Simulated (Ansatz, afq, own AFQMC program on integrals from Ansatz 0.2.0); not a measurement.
## AFQMC, coupled cluster and functionals along a coordinate of CH₂Si, singlet

```yaml
atoms:
  - { symbol: Si, position_ang: [0.0000, 0.0000, 0.5957] }
  - { symbol: C, position_ang: [0.0000, 0.0000, -1.1063] }
  - { symbol: H, position_ang: [0.0000, -0.9093, -1.7078] }
  - { symbol: H, position_ang: [0.0000, 0.9093, -1.7078] }
```

All coordinates are scaled about the centre. Energies in kcal/mol count from this geometry (1.000) at the same level; the start stands on RHF, each point on the determinant named.

Basis cc-pVDZ. Only valence electrons are correlated. Integrals, coupled cluster, full CI and functionals: Ansatz 0.2.0; the random walks run on the same integrals in our own AFQMC program. ph-AFQMC/CISD is guided by a CISD state made of CCSD amplitudes; releasing the constraint for a short imaginary time cuts its bias at the price of noise, slowly where states lie close. Error bars are statistical, one sigma.

Cautions, each for one point or more: (T) is large; CCSDT(Q) on the RHF determinant differs, by its state or its frozen core; CCSDT(Q) on the RHF determinant differs, perhaps since the unrestricted series falls towards higher spin; an unrestricted solution with more broken spin lies lower; cluster runs in doubt by the program's own checks; higher spins were not checked; restricted determinant unstable towards unrestricted; strong correlation; unrestricted determinant spin contaminated; walk and cluster series may follow different spin states.

| scale of all distances | det. | T1 | weight | ⟨S²⟩ | B2PLYP | r2SCAN | CCSD(T) |
| --- | --- | --- | --- | --- | --- | --- | --- |
| 0.896 | RHF | 0.014 | 0.88 | pure | 34.7 | 34.2 | 38.3 |
| 1.114 | RHF | 0.018 | 0.84 | pure | 19.1§ | 16.4 | 12.8 |
| 1.299 | RHF | 0.037 | 0.78 | pure | 88.3§ | 83.4§ | 77.2 |
| 1.527 | UHF¶ | 0.082 | 0.71 | 1.43 | 173.7§ | 166.3§ | 167.2 |
| 2.010 | UHF¶ | 0.087 | 0.61 | 2.80 | 282.0§ | – | 268.2 |

(1) Estimate the curve of phaseless AFQMC with a CISD trial, counted from the same start.

Results:

(1) 
```csv
scale of all distances,det.,T1,weight,⟨S²⟩,ph-AFQMC/CISD,CCSDT(Q)
0.896,RHF,0.014,0.88,pure,37.9 ± 0.6,38.5
1.114,RHF,0.018,0.84,pure,12.4 ± 0.7,12.5
1.299,RHF,0.037,0.78,pure,77.7 ± 0.9,76.6
1.527,UHF¶,0.082,0.71,1.43,161.4 ± 1.4,161.9
2.010,UHF¶,0.087,0.61,2.80,267.8 ± 0.8,263.3
```

Weight is that of the determinant in the CISD state; at the start T1 is 0.016 and the weight 0.86. ¶ marks points with a poor determinant and no full CI, where no value is sure; they don't count among the departures. A dash marks a missing value, a released energy that hasn't settled or a functional that sits on another state. § marks a functional whose ⟨S²⟩ is too high by over 0.1. Largest departures from phaseless AFQMC with a CISD trial: CCSD(T) -0.4 kcal/mol at 1.299 (on RHF) (within the noise), CCSDT(Q) -1.1 kcal/mol at 1.299 (on RHF) (within the noise), r2SCAN 3.9 kcal/mol at 1.114. The walk's constraint bias lies outside its error bars, so these are departures and not errors. Functionals count only at points shown to share the start's state and spin. In this small basis the wave-function levels are far from their limit, so their gap to the functionals isn't the functionals' error.

CCSDT and higher add their correlation energy to the determinant of the CCSD(T) run, since their own runs factorise the integrals more tightly (a shift of under 2 meV). A walk keeps the symmetry of its determinant, which the program's search chose and which needn't be the lowest solution, so a lower state of the same spin and another symmetry isn't excluded.
